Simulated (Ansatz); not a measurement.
B2F. Total charge 0; doublet. Geometry PBE0-D4/def2-TZVP.

```xyz
3

B    -0.071   -0.072   -0.124
B     0.229   -0.521    1.340
F    -0.159    0.593   -1.216
```

LC-ωPBE has ω = 0.4 bohr⁻¹. HSE06 is defined as in plane-wave codes, on full-range PBE exchange. At PBE-D4/def2-TZVP, r2SCAN-D4/def2-TZVP, PBE0-D4/def2-TZVPD, HSE06-D4/def2-TZVP and others the charge 0 doublet is spin-contaminated (final ⟨S²⟩ up to 1.69, 0.75 for a pure state). At PBE0-D4/def2-TZVP a quartet of charge 0 lies 0.62 eV below the doublet, each at its own geometry. The structure comes from a short search, and lower isomers may exist.

Task: Estimate the α-spin orbital energies around the gap (eV) in Ansatz with PBE-D4/def2-TZVP, r2SCAN-D4/def2-TZVP, PBE0-D4/def2-TZVPD, HSE06-D4/def2-TZVP, LC-ωPBE/def2-TZVP.

Result: 
```tsv
orbital	PBE-D4/def2-TZVP	r2SCAN-D4/def2-TZVP	PBE0-D4/def2-TZVPD	HSE06-D4/def2-TZVP	LC-ωPBE/def2-TZVP
HOMO−9	-662.24	-668.42	-676.17	-675.71	-668.03
HOMO−8	-179.63	-182.99	-187.36	-186.90	-185.93
HOMO−7	-178.69	-181.96	-186.31	-185.86	-184.84
HOMO−6	-32.26	-33.86	-35.87	-35.45	-38.15
HOMO−5	-14.97	-15.49	-17.19	-16.76	-20.10
HOMO−4	-12.79	-13.27	-14.81	-14.39	-17.82
HOMO−3	-12.67	-13.13	-14.76	-14.33	-17.73
HOMO−2	-12.34	-12.75	-14.28	-13.85	-17.28
HOMO−1	-6.29	-6.83	-7.73	-7.30	-10.76
HOMO	-5.44	-5.75	-6.55	-6.14	-9.20
LUMO	-4.39	-3.88	-3.30	-3.69	-0.75
LUMO+1	-0.71	-0.16	-0.28	-0.17	2.25
LUMO+2	-0.36	-0.08	0.50	0.17	2.70
LUMO+3	0.76	1.53	1.09	1.39	3.93
LUMO+4	2.31	3.40	1.31	2.56	4.59
LUMO+5	2.61	3.78	2.23	2.93	5.09
β HOMO	-5.46	-5.69	-6.48	-6.07	-8.97
β LUMO	-3.91	-3.37	-2.92	-3.29	-0.52
```
